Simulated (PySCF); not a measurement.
An EPR property job and its printed output. Input:

```
{"job": {"kind": "epr", "basis": "pcH-1"}, "charge": 0, "multiplicity": 2}
C      2.666392     0.709304    -0.203528
C      1.574248    -0.045071     0.130344
C      0.527256    -0.320336    -0.722482
C     -0.648746    -1.155855    -0.351533
O     -1.881363    -0.629254    -0.804522
C     -2.234495     0.574014    -0.170106
H      2.762868     1.140484    -1.184255
H      3.456344     0.897117     0.499755
H      1.524560    -0.458169     1.131575
H      0.529203     0.078336    -1.726512
H     -0.580725    -2.138309    -0.839156
H     -0.679111    -1.312006     0.738918
H     -1.497203     1.362503    -0.360432
H     -3.197877     0.869346    -0.580585
H     -2.325765     0.435889     0.914953
```

Theory: PySCF, UKS B3LYP, pcH-1 on C H O, non-relativistic, mean-field spin-orbit, GIAO. The structure is a single GFN2-xTB conformer in the gas phase; no vibrational or solvent corrections. A GFN2-xTB geometry isn't a minimum of the functional, and hyperfine couplings can be far from their values at a DFT geometry.

Output of the driver script. The program numbers atoms from 0.

```
UKS, coarse grid
  cycle   1  E = -271.03630928  |g| = 4.46e-01
  cycle   2  E = -270.94985294  |g| = 6.73e-01
  cycle   3  E = -271.11482525  |g| = 8.20e-02
  cycle   4  E = -271.11736411  |g| = 3.14e-02
  cycle   5  E = -271.11791764  |g| = 8.19e-03
  cycle   6  E = -271.11796744  |g| = 5.45e-03
  cycle   7  E = -271.11799016  |g| = 2.24e-03
  cycle   8  E = -271.11799484  |g| = 1.15e-03
  cycle   9  E = -271.11799595  |g| = 2.28e-04
UKS, final grid
  cycle   1  E = -271.11799523  |g| = 3.01e-04
  cycle   2  E = -271.11799517  |g| = 4.71e-04
  cycle   3  E = -271.11799528  |g| = 4.45e-05
  cycle   4  E = -271.11799528  |g| = 1.32e-05
E = -271.11799528 Eh   <S^2> = 0.7759 (exact 0.7500)
g shifts (ppm)      1          2          3
  rmc          -143       -143       -143
  gc              3         38         36
  oz_so          -8        543        681
  total        -148        437        574
hyperfine (MHz)  atom isotope    a_iso     a_fc   dipolar eigenvalues
    0   13C      54.26      54.26    -51.27    -49.52    100.79
    1   13C     -47.46     -47.46    -28.64     11.34     17.30
    2   13C      57.03      57.03    -52.29    -50.93    103.22
    3   13C     -20.83     -20.83     -1.38     -0.32      1.70
    4   17O     -16.99     -16.99     -5.78      2.62      3.16
    5   13C       0.80       0.80     -1.21      0.14      1.06
    6    1H     -39.59     -39.59    -21.43     -1.69     23.11
    7    1H     -41.64     -41.64    -25.02     -0.36     25.38
    8    1H      11.83      11.83     -5.22     -1.33      6.54
    9    1H     -39.34     -39.34    -21.46     -2.12     23.58
   10    1H      78.79      78.79     -4.52     -1.39      5.91
   11    1H      13.81      13.81     -3.62     -2.69      6.31
   12    1H      -0.01      -0.01     -3.91     -2.15      6.06
   13    1H      -0.72      -0.72     -1.27     -0.74      2.02
   14    1H      -0.47      -0.47     -1.32     -1.14      2.46
```

|g| in the SCF lines is the orbital gradient. In the g block, columns 1 to 3 are the principal axes in rising order; rmc is the relativistic mass correction, gc the gauge correction and oz_so the orbital-Zeeman/spin–orbit term. a_fc is the Fermi-contact part of a_iso, here all of it, since this run has no spin–orbit term in the hyperfine coupling.

**Question.** What does the output say about convergence, stability and spin contamination?

**Answer.** The SCF converged after 13 cycles in all, 9 of them on the coarse grid; no stability test was run. The unrestricted determinant has ⟨S²⟩ = 0.7759 (exact 0.7500), 3.4 % above the value of a pure doublet state.

**Question.** What are the principal g values and g_iso?

**Answer.** Adding the total shifts to 2.002319 gives 2.00217, 2.00276, 2.00289; their mean shift is 288 ppm, so g_iso = 2.00261.

**Question.** Which couplings shape the isotropic spectrum at natural abundance (0.05 mT or more)? Keep the log's numbering.

**Answer.** atoms 10, 11 (1H, I = 1/2): mean 46.3 MHz = 1.65 mT in magnitude, a 1:2:1 triplet; atom 7 (1H, I = 1/2): -41.6 MHz = 1.49 mT in magnitude, a 1:1 doublet; atom 6 (1H, I = 1/2): -39.6 MHz = 1.41 mT in magnitude, a 1:1 doublet; atom 9 (1H, I = 1/2): -39.3 MHz = 1.40 mT in magnitude, a 1:1 doublet; atom 8 (1H, I = 1/2): 11.8 MHz = 0.42 mT in magnitude, a 1:1 doublet. Together 48 lines to first order. Class means assume fast exchange of nuclei equivalent by connectivity; if that motion is slow, each nucleus keeps its own coupling. H7 and H8 aren't averaged: C1 is flat or nearly so (angle sum 360°), and its turn about the short C1–C2 bond (1.37 Å) is taken as slow. The 1H value of +46.3 MHz is a mean of couplings from 13.8 to 78.8 MHz in this one geometry, not an average over conformers.

**Question.** What are the principal values of the full tensor of atom 0 (13C)?

**Answer.** a_iso plus each dipolar eigenvalue: 2.99, 4.74, 155.05 MHz.

The species is `[CH2]/C=C/COC` [radical]. The run used 240 basis functions and 5 iterations of the response equations. 

On an Arm Neoverse V1 with one thread, shared host with 32 logical CPUs at a one-minute load of 10, this took 39 s (grids of density and orbitals included) and 0.85 GiB of memory at its peak.

Shape of the structure used: `[CH2:1]/[CH:2]=[CH:3]/[CH2:4][O:5][CH3:6]`: C2–C3–C4–O5 138°, C3–C4–O5–C6 -67°.
Labels such as C1 count atoms from 1, the log's own numbers from 0.
